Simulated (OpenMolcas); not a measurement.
# Potential curves of NaH⁻: spin-free states

Calculated with OpenMolcas 26.06: state-averaged CASSCF(3,5) over Na 3s 3p, H 1s, XMS-CASPT2 (IPEA 0.25, imaginary shift 0.2 hartree), scalar X2C, ANO-RCC-VTZP, then RASSI spin–orbit state interaction with atomic mean-field integrals. C2 symmetry about the axis (a holds Σ, Δ, Γ; b holds Π, Φ, H; Σ⁺ and Σ⁻ are not told apart); roots by multiplicity and irrep: 2a 7, 2b 8, 4b 4, 4a 2.

XMS-CASPT2 energies in eV from the lowest point. Curves are followed by energy order within each symmetry, so they are adiabatic and may change character at avoided crossings; Σ⁺ and Σ⁻ are counted together.

```
R (Å)  (1)2Σ  (1)2Π  (2)2Σ  (1)4Π  (1)4Σ  (2)2Π  (3)2Σ
1.748  0.200  1.244  2.772  3.324  4.094  4.014  3.848
1.850  0.080  1.155  2.678  3.155  3.969  3.834  3.710
1.942  0.022  1.123  2.615  3.040  3.893  3.713  3.630
2.033  0.000  1.124  2.564  2.951  3.838  3.623  3.583
2.135  0.005  1.153  2.512  2.875  3.791  3.542  3.558
2.236  0.033  1.202  2.464  2.815  3.747  3.483  3.553
2.379  0.095  1.290  2.399  2.752  3.674  3.420  3.568
2.562  0.198  1.428  2.313  2.692  3.557  3.368  3.609
2.846  0.377  1.645  2.164  2.629  3.360  3.315  3.691
3.253  0.626  1.919  2.011  2.571  3.113  3.272  3.751
3.863  0.932  2.209  1.865  2.525  2.853  3.273  3.764
4.676  1.225  2.396  1.774  2.503  2.659  3.358  3.670
```

Q: With masses 22.990 and 1.008 u, fit the curves (1)2Σ, (1)2Π near their minima.

A: At XMS-CASPT2, Te from the lowest curve (the fit fixes ωe to a per cent or two; the method's Re and ωe can be off by some per cent):

```
curve  Te (cm⁻¹)  Re (Å)  ωe (cm⁻¹)
(1)2Σ          0   2.063      881.8
(1)2Π       9050   1.984      973.8
```

The 7 lowest clean curves are shown; the next is (3)2Π, from 3.82 eV. Only roots inside an energy window near the equilibrium distance were included, so the list of states is not complete; labels number the states computed. Each spin and symmetry block has orbitals of its own, averaged over its own roots, so gaps between blocks are less sure than gaps within one and near the minimum can be off by tenths of an eV, in bad cases by more. No Rydberg orbitals are active, so Rydberg states, and σ→σ* states whose orbital the CASSCF left unused, can be missing between those listed. For an anion, states above the electron-detachment threshold (often below 1 to 3 eV) are held by the basis set and are not bound levels. At stretched bonds a block can hold a wrong CASSCF solution and miss its lowest state; points past a visible jump are left out. Points that failed a check (symmetry, reference weights, a jump) are left out.
